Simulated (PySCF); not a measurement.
C₄H₅N, SMILES [C-]#[N+]CC=C, point group Cs.

Level: B3LYP/pcSseg-1 in PySCF (density fitting, grid level 2); geometry and Hessian at that level, cubic constants and property derivatives from steps of ±0.6 along each species' dimensionless normal coordinates, second-order vibrational perturbation theory. The parent has the commonest isotopes.

Equilibrium geometry (Å):

```tsv
atom	x	y	z
C1	1.6479	1.0967	-1.7307
N2	1.1688	0.2331	-1.1040
C3	0.5712	-0.8023	-0.3321
C4	-0.5486	-0.3308	0.5612
C5	-0.9920	0.9144	0.6718
H6	0.2002	-1.5726	-1.0210
H7	1.3563	-1.2760	0.2719
H8	-1.0007	-1.1301	1.1490
H9	-1.8087	1.1561	1.3466
H10	-0.5590	1.7301	0.0972
```

**Question.** Give the equilibrium and ground-state rotational constants (MHz) of parent; ²H at 10.

**Answer.** 
```
 species     Ae      Be      Ce     A0      B0      C0  Δ0 (u Å²)  harmonic ZPE (cm⁻¹)
  parent  11717  3902.3  2981.2  11701  3866.7  2957.6     -3.018                17233
²H at 10  11017  3883.9  2923.5  10993    3852    2902     -3.021                16546
```

Δ0 = Ic − Ia − Ib from the ground-state constants.

**Question.** How is the parent's vibrational correction B0 − Be made up?

**Answer.** 
```
axis  harmonic  Coriolis  cubic  total (MHz)
   a      28.4       -31  -13.4          -16
   b      7.61     -3.14  -40.1        -35.6
   c      2.02     -1.88  -23.8        -23.6
```

**Question.** And its quartic centrifugal distortion constants from the harmonic force field?

**Answer.** Asymmetric top, A reduction, Ir representation: ΔJ = 3.19 kHz, ΔJK = -21 kHz, ΔK = 63.2 kHz, δJ = 1.08 kHz, δK = 4.79 kHz.

A mode lies under 250 cm⁻¹, where this perturbation treatment is rough. Internal rotors are held in one well.
